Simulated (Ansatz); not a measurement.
**C5H10O2: vertical ionisation energy**

Aim: the vertical ionisation energy of C5H10O2, as cation minus neutral at the neutral's geometry, on several levels, and how well −ε(HOMO) stands in for it.

Computed with Ansatz 0.2.0, Gaussian basis. Level: unrestricted cation, the program's frozen cores in correlated methods.

Plan: UKS PBE-D4/def2-TZVPP; UKS r2SCAN-D4/def2-TZVPP; UKS PBE0-D4/def2-TZVPP; UKS B3LYP-D4/def2-TZVPP; UKS wB97X-V/def2-TZVPP; UKS wB97M-V/def2-TZVPP; UKS B2PLYP/def2-TZVPP; UHF-CCSD(T)/def2-TZVPP; UHF-MP2/def2-QZVPP; extrapolation to the limit; then −ε(HOMO) from the neutral's earlier runs with LDA (SPW92), PBE-D4, revPBE-D4, BLYP-D4, r2SCAN-D4, B97M-V, PBE0-D4, B3LYP-D4, r2SCANh-D4, r2SCAN0-D4, HSE06-D4, BHLYP-D4, CAM-B3LYP-D4, LC-ωPBE, ωB97X-V, ωB97M-V.

## Step 1: Structure used throughout

An earlier PBE0-D4 in a triple-zeta def2 set relaxation fixed the geometry.

SMILES `CCC(C)C(=O)O`, 17 atoms, charge 0, spin multiplicity 1.

Atoms are counted from 1 here; the program's logs count them from 0.

Bond lengths: C1–C2 1.518 Å, C1–H8 1.093 Å, C1–H9 1.092 Å, C1–H10 1.093 Å, C2–C3 1.528 Å, C2–H11 1.095 Å, C2–H12 1.094 Å, C3–C4 1.526 Å, C3–C5 1.507 Å, C3–H13 1.093 Å, C4–H14 1.092 Å, C4–H15 1.092 Å, C4–H16 1.092 Å, C5–O6 1.201 Å, C5–O7 1.347 Å, O7–H17 0.967 Å. Angles: C2–C1–H8 111.3°, C2–C1–H9 111.1°, C2–C1–H10 111.5°, H8–C1–H9 107.9°, H8–C1–H10 107.5°, H9–C1–H10 107.5°, C1–C2–C3 113.6°, C1–C2–H11 109.9°, C1–C2–H12 110.1°, C3–C2–H11 107.5°, C3–C2–H12 108.9°, H11–C2–H12 106.5°, C2–C3–C4 111.7°, C2–C3–C5 111.6°, C2–C3–H13 109.2°, C4–C3–C5 110.0°, C4–C3–H13 109.3°, C5–C3–H13 104.9° and more.

## Step 2: Cation, UKS PBE-D4/def2-TZVPP

File in.yaml:

```yaml
crystal:
  periodic: [false, false, false]
  atoms:
    - {symbol: C, position_ang: [2.046065, -0.141996, 0.287742]}
    - {symbol: C, position_ang: [0.706746, -0.833526, 0.104546]}
    - {symbol: C, position_ang: [-0.348143, 0.044090, -0.567225]}
    - {symbol: C, position_ang: [-1.662418, -0.706005, -0.764090]}
    - {symbol: C, position_ang: [-0.589567, 1.313337, 0.209268]}
    - {symbol: O, position_ang: [-0.488896, 2.428924, -0.224531]}
    - {symbol: O, position_ang: [-0.956366, 1.072861, 1.483024]}
    - {symbol: H, position_ang: [2.450411, 0.198672, -0.669043]}
    - {symbol: H, position_ang: [2.777036, -0.815795, 0.739191]}
    - {symbol: H, position_ang: [1.959830, 0.732590, 0.938085]}
    - {symbol: H, position_ang: [0.831993, -1.729457, -0.512312]}
    - {symbol: H, position_ang: [0.322293, -1.172242, 1.071193]}
    - {symbol: H, position_ang: [0.027213, 0.376860, -1.538631]}
    - {symbol: H, position_ang: [-1.495648, -1.588193, -1.385984]}
    - {symbol: H, position_ang: [-2.409924, -0.081419, -1.257665]}
    - {symbol: H, position_ang: [-2.068789, -1.035705, 0.194059]}
    - {symbol: H, position_ang: [-1.101814, 1.937006, 1.892374]}
basis:
  gaussian: {orbitals: def2-TZVPP}
total_charge: 1
magnetization: {spin_polarized: true, initial_magnetization: 1}
hamiltonian: {xc: pbe, dispersion: d4}
```

Started as:

```
$ ansatz run in.yaml --threads 2 --pin off --events-out ev --progress --plain --max-ram 20480MiB --backend cuda --devices 0, --max-vram 18GiB
```

After this run come: Cation, UKS r2SCAN-D4/def2-TZVPP; Cation, UKS PBE0-D4/def2-TZVPP; Cation, UKS B3LYP-D4/def2-TZVPP; Cation, UKS wB97X-V/def2-TZVPP; Cation, UKS wB97M-V/def2-TZVPP; Cation, UKS B2PLYP (frozen core)/def2-TZVPP; Cation, UHF-CCSD(T)/def2-TZVPP; Cation, UHF-MP2/def2-QZVPP.

Q: Predict the results of all the runs planned. Wanted: ionisation energy, CCSD(T)/CBS; nearest functional by difference; nearest −ε(HOMO); −ε(HOMO) of PBE; T1 of the cation.

The runs gave:

| quantity | value |
| --- | --- |
| ionisation energy, CCSD(T)/CBS | 10.51 eV |
| nearest functional by difference | ωB97X-V (-0.25 eV) |
| nearest −ε(HOMO) | LC-ωPBE (+0.16 eV) |
| −ε(HOMO) of PBE | 6.23 eV |
| T1 of the cation | 0.026 |

In words: Energy differences with functionals land within 0.84 eV of the reference. The PBE orbital energy is 4.3 eV too small: a semilocal HOMO is no ionisation energy. Among orbital estimates LC-ωPBE comes nearest. Hartree-Fock falls 1.48 eV short, as the neutral has more correlation energy than the cation.
